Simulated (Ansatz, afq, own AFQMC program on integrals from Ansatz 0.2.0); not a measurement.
Two steps: Ansatz 0.2.0 writes the Fock matrix and Cholesky factors of the valence space, and afq projects on them the lowest state that overlaps trial and start.

```yaml
crystal:
  periodic: [false, false, false]
  atoms:
    - {symbol: Ge, position_ang: [-0.035497, -0.014309, 0.323987]}
    - {symbol: O, position_ang: [0.080354, 0.109526, -1.453845]}
    - {symbol: H, position_ang: [0.751050, -1.272631, 0.795719]}
    - {symbol: H, position_ang: [0.619052, 1.292746, 0.826036]}
    - {symbol: H, position_ang: [-0.087378, -0.727459, -1.893356]}
basis:
  gaussian: {orbitals: cc-pVDZ}
magnetization: {spin_polarized: true, initial_magnetization: 1}
correlation: {method: ccsd_t, electrons: outside_noble_gas, hamiltonian_folder: ham}
```

```sh
$ ansatz run in.yaml --threads 1 --pin off --events-out ev --progress --plain --max-ram 1382MiB
```

Options of the walk:

```
--method free --trial cisd --walkers 60 --time-step 0.03 --max-blocks 80 --target-error 0.00043 --factor-cut 1e-05 --seed 4456 --times 0,0.21,0.42,0.81,1.2,1.8,2.4,3 --taylor-order 8
```

Times are imaginary, in 1/Eh. The walk had a cap of 1976 s. Filled inner d shells are frozen with the cores.

Output of the walk:

```
orbitals 41  electrons 7 6  factors 332 of 584
reference energy -2151.92292484 Eh
CCSD correlation -0.29834848 Eh in 12 cycles, weight of the determinant in the CISD state 0.8912
repeat  energy at the last time / Eh  error
    10  -2152.231391  0.001639
    20  -2152.230819  0.001536
    30  -2152.230726  0.001081
    40  -2152.229504  0.000851
    50  -2152.229154  0.000771
    60  -2152.229695  0.000760
    70  -2152.229502  0.000689
    80  -2152.228901  0.000666
time / (1/Eh)  energy / Eh  error  mean overlap
  0.00  -2152.221484  0.000327  1.1216
  0.21  -2152.225825  0.000278  1.1086
  0.42  -2152.226615  0.000326  1.1208
  0.81  -2152.228395  0.000403  1.1176
  1.20  -2152.228411  0.000382  1.1169
  1.80  -2152.229002  0.000504  1.1149
  2.40  -2152.229018  0.000533  1.1291
  3.00  -2152.228901  0.000666  1.1022
energy -2152.228901 +/- 0.000666 Eh
```

The run passed its tests (error under three times the target), which doesn't prove that it has relaxed.

Against this walk (error 18.1 meV) on the same determinant: CCSD(T) 29.0 meV higher (within the noise), the released energy of a separate walk with a CISD trial 16.4 ± 27.6 meV lower (within the noise). The error is statistical, and a free projection of finite length keeps a remainder of its start.

Cautions: remainder of the start not in the error; error above the target (18.1 against 11.7 meV); no relativity below Rb; no spin-orbit coupling; inner d shell frozen.

The walk took 12 min on 1 thread of Arm Neoverse N1 (shared host). The log's last line is the free-projection energy.
